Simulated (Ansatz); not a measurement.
**BH5S (SMILES [BH3-][SH2+]): the energy, rung by rung**

The species is BH5S (7 atoms), meant as a singlet with charge 0. As SMILES, `[BH3-][SH2+]`. The coordinates come from a PBE0-D4/def2-TZVP relaxation.

```xyz
7

B    -0.5256   -0.4615   -0.5043
S     0.5686    0.9776    0.2909
H    -1.6232    0.0364   -0.4315
H    -0.3444   -1.4476    0.1597
H    -0.0754   -0.4821   -1.6245
H     0.2860    0.9038    1.6049
H     1.7754    0.4055    0.4589
```

Each level gives the energy change with the B1–H4 bond stretched from 1.203 to 3.006 Å (eV). The values are calculated.

```tsv
level	kind	program	value (eV)	less FCI/STO-3G
HF/STO-3G (restricted)	Hartree–Fock	Ansatz	9.90	+4.17
PBE/STO-3G (restricted)	GGA	Ansatz	7.02	+1.29
r2SCAN/STO-3G (restricted)	meta-GGA	Ansatz	7.44	+1.71
BHLYP/STO-3G (restricted)	global hybrid	Ansatz	8.57	+2.84
PBE0/STO-3G (restricted)	global hybrid	Ansatz	7.88	+2.15
CCSDT(Q)/STO-3G (restricted)	coupled cluster or CI	Ansatz	5.74	+0.01
CCSDT/STO-3G (restricted)	coupled cluster or CI	Ansatz	5.72	-0.01
FCI/STO-3G	exact in the basis	Ansatz	5.73	0.00
```

FCI/STO-3G is exact within its basis and frozen core, so for wave-function methods in that basis the difference is their error; functionals converge differently with the basis, so for them it is only a difference. A spin-restricted reference rises too steeply as a bond breaks; here HF/STO-3G, PBE/STO-3G, r2SCAN/STO-3G, BHLYP/STO-3G, PBE0/STO-3G lie well above the multireference or unrestricted value. The first shape isn't each level's own minimum. The values span 5.72 to 9.90 eV. All rows use very small basis sets, so none should be taken for the real molecule's value.
